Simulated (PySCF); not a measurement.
PySCF input (PBE/def2-QZVPPD):

```python
import numpy as np, basis_set_exchange as bse
from pyscf import gto, scf, dft, df
from pyscf.prop.polarizability import rks as pol

basis = {'H': gto.basis.parse(bse.get_basis('def2-QZVPPD', elements=['H'], fmt='nwchem')), 'Si': gto.basis.parse(bse.get_basis('def2-QZVPPD', elements=['Si'], fmt='nwchem'))}
mol = gto.M(
    atom='''
    Si   -0.00000000   -0.00000000    0.00000000
    H     0.87559489    0.85467525    0.83309847
    H    -0.82219976   -0.86546541    0.87529791
    H    -0.88619780    0.85452031   -0.82197187
    H     0.83280267   -0.84373015   -0.88642451
    ''',
    basis=basis,
    charge=0,
    verbose=4,
    max_memory=7359,
)
mf = dft.RKS(mol, xc='pbe')
mf.grids.level = 3
mf = mf.density_fit(auxbasis=df.autoaux(mol))
mf.conv_tol = 1e-9
mf.max_cycle = 100
print('smallest overlap eigenvalue', np.linalg.eigvalsh(mol.intor('int1e_ovlp'))[0])
mf.kernel()
dip = mf.dip_moment()
p = pol.Polarizability(mf)
p.max_cycle_cphf = 60
alpha = p.polarizability()
print('polarisability/bohr^3', alpha.trace() / 3)
```

Output:

```
PySCF version 2.14.0

[INPUT] verbose = 4
[INPUT] num. atoms = 5
[INPUT] num. electrons = 18
[INPUT] charge = 0
[INPUT] spin (= nelec alpha-beta = 2S) = 0
[INPUT] symmetry False subgroup None
[INPUT] Mole.unit = angstrom
[INPUT] Symbol           X                Y                Z      unit          X                Y                Z       unit  Magmom
[INPUT]  1 Si     0.000000000000   0.000000000000   0.000000000000 AA    0.000000000000   0.000000000000   0.000000000000 Bohr   0.0
[INPUT]  2 H      0.875594890000   0.854675250000   0.833098470000 AA    1.654634538169   1.615102147944   1.574327943094 Bohr   0.0
[INPUT]  3 H     -0.822199760000  -0.865465410000   0.875297910000 AA   -1.553732366083  -1.635492595184   1.654073327304 Bohr   0.0
[INPUT]  4 H     -0.886197800000   0.854520310000  -0.821971870000 AA   -1.674671134192   1.614809353778  -1.553301716397 Bohr   0.0
[INPUT]  5 H      0.832802670000  -0.843730150000  -0.886424510000 AA    1.573768962107  -1.594418906538  -1.675099554002 Bohr   0.0

nuclear repulsion = 21.3328090196378
number of shells = 68
number of NR pGTOs = 255
number of NR cGTOs = 208
basis = {'H': [[0, [190.69169, 0.00070815167], [28.605532, 0.0054678827], [6.5095943, 0.027966605], [1.8412455, 0.10764538]], [0, [0.59853725, 1.0]], [0, [0.21397624, 1.0]], [0, [0.080316286, 1.0]], [1, [2.292, 1.0]], [1, [0.838, 1.0]], [1, [0.292, 1.0]], [1, [0.084063199228, 1.0]], [2, [2.062, 1.0]], [2, [0.662, 1.0]], [3, [1.397, 1.0]]], 'Si': [[0, [918070.69565, 1.2658787192e-05], [137485.25386, 9.8408387461e-05], [31287.772714, 0.00051731398244], [8861.6105697, 0.0021785441933], [2890.6943156, 0.0078656853716], [1043.4063979, 0.024987553674], [406.80160276, 0.069761818844], [168.48360207, 0.16473362733], [73.185628823, 0.30285602647], [32.99848542, 0.36007260439]], [0, [278.78751325, 0.020185463814], [85.910228722, 0.17720406747], [32.992604031, 0.63587860906]], [0, [15.033693254, 1.0]], [0, [5.7257514773, 1.0]], [0, [2.6146521029, 1.0]], [0, [1.1757833152, 1.0]], [0, [0.35432330868, 1.0]], [0, [0.16248335806, 1.0]], [0, [0.068332457181, 1.0]], [0, [0.030521078871, 1.0]], [1, [1775.8850516, 0.00020186971126], [420.83786849, 0.0017544314655], [136.42290243, 0.009503953229], [51.700991737, 0.03732574159], [21.559456002, 0.11085396329], [9.5559200095, 0.23756407046], [4.3529819473, 0.3529578375], [2.0096964381, 0.32885931947]], [1, [46.41815378, 0.025858819154], [1.9076417796, -0.59874865899]], [1, [0.92337221587, 1.0]], [1, [0.3451572037, 1.0]], [1, [0.13656834761, 1.0]], [1, [0.052987060586, 1.0]], [2, [2.645, 1.0]], [2, [0.608, 1.0]], [2, [0.272, 1.0]], [2, [0.113, 1.0]], [2, [0.044018904228, 1.0]], [3, [0.541, 1.0]], [3, [0.212, 1.0]], [4, [0.461, 1.0]]]}
ecp = {}
ETB for H: l = 0, exps = 0.160632572 * 1.8^n , n = 0..11
ETB for H: l = 1, exps = 0.164379485228 * 2^n , n = 0..5
ETB for H: l = 2, exps = 0.168126398456 * 2.2^n , n = 0..5
ETB for H: l = 3, exps = 0.746063199228 * 2.2^n , n = 0..3
ETB for H: l = 4, exps = 1.324 * 2.2^n , n = 0..2
ETB for Si: l = 0, exps = 0.061042157742 * 1.8^n , n = 0..19
ETB for Si: l = 1, exps = 0.083508139457 * 1.8^n , n = 0..15
ETB for Si: l = 2, exps = 0.074539983099 * 1.8^n , n = 0..15
ETB for Si: l = 3, exps = 0.088037808456 * 2.2^n , n = 0..9
ETB for Si: l = 4, exps = 0.088037808456 * 2.2^n , n = 0..9
ETB for Si: l = 5, exps = 0.256018904228 * 2.3^n , n = 0..4
smallest overlap eigenvalue 3.020661142486391e-05

******** <class 'pyscf.df.df_jk.DFRKS'> ********
method = DFRKS
initial guess = minao
damping factor = 0
level_shift factor = 0
DIIS = <class 'pyscf.scf.diis.CDIIS'>
diis_start_cycle = 1
diis_space = 8
diis_damp = 0
SCF conv_tol = 1e-09
SCF conv_tol_grad = None
SCF max_cycles = 100
direct_scf = False
XC library pyscf.dft.libxc version 7.1.2
    S. Lehtola, C. Steigemann, M. J. T. Oliveira, and M. A. L. Marques,  SoftwareX 7, 1–5 (2018)
XC functionals = pbe
    J. P. Perdew, K. Burke, and M. Ernzerhof,  Phys. Rev. Lett. 77, 3865 (1996)
    J. P. Perdew, K. Burke, and M. Ernzerhof,  Phys. Rev. Lett. 78, 1396 (1997)
    J. P. Perdew, K. Burke, and M. Ernzerhof,  Phys. Rev. Lett. 77, 3865 (1996)
    J. P. Perdew, K. Burke, and M. Ernzerhof,  Phys. Rev. Lett. 78, 1396 (1997)
radial grids:
    Treutler-Ahlrichs [JCP 102, 346 (1995); DOI:10.1063/1.469408] (M4) radial grids

becke partition: Becke, JCP 88, 2547 (1988); DOI:10.1063/1.454033
pruning grids: <function nwchem_prune>
grids dens level: 3
symmetrized grids: False
atomic radii adjust function: <function treutler_atomic_radii_adjust>
small_rho_cutoff = 0
Set gradient conv threshold to 3.16228e-05
Initial guess from minao.
tot grids = 58416
init E= -291.480353782398
  HOMO = -0.355844821717006  LUMO = -0.0242184134942935  gap/eV = 9.02401
cycle= 1 E= -291.728142233573  delta_E= -0.248  |g|= 0.167  |ddm|= 1.09
  HOMO = -0.296976271678973  LUMO = -0.0067044116671242  gap/eV = 7.89870
cycle= 2 E= -291.732254859645  delta_E= -0.00411  |g|= 0.0653  |ddm|= 0.185
  HOMO = -0.313477601162869  LUMO = -0.0122381291095834  gap/eV = 8.19714
cycle= 3 E= -291.732912565287  delta_E= -0.000658  |g|= 0.00459  |ddm|= 0.0409
  HOMO = -0.313144466473319  LUMO = -0.0121263905965535  gap/eV = 8.19112
cycle= 4 E= -291.732915397729  delta_E= -2.83e-06  |g|= 0.00218  |ddm|= 0.0058
  HOMO = -0.313323062531035  LUMO = -0.012195050853338  gap/eV = 8.19411
cycle= 5 E= -291.732916778837  delta_E= -1.38e-06  |g|= 0.000421  |ddm|= 0.00211
  HOMO = -0.313187221996373  LUMO = -0.0121495649249518  gap/eV = 8.19165
cycle= 6 E= -291.732916830652  delta_E= -5.18e-08  |g|= 1.79e-05  |ddm|= 0.000403
  HOMO = -0.313189052515919  LUMO = -0.0121506443533182  gap/eV = 8.19167
cycle= 7 E= -291.732916830712  delta_E= -6e-11  |g|= 2.4e-07  |ddm|= 5.48e-05
  HOMO = -0.313189079883996  LUMO = -0.0121506488163018  gap/eV = 8.19167
Extra cycle  E= -291.732916830711  delta_E= 1.36e-12  |g|= 9.31e-08  |ddm|= 1.01e-06
converged SCF energy = -291.732916830711
Dipole moment(X, Y, Z, Debye): -0.00000, -0.00000, -0.00000
Isotropic polarizability 33.1117884078
Polarizability anisotropy 1.15940452787e-06
polarisability/bohr^3 33.11178840778181
```
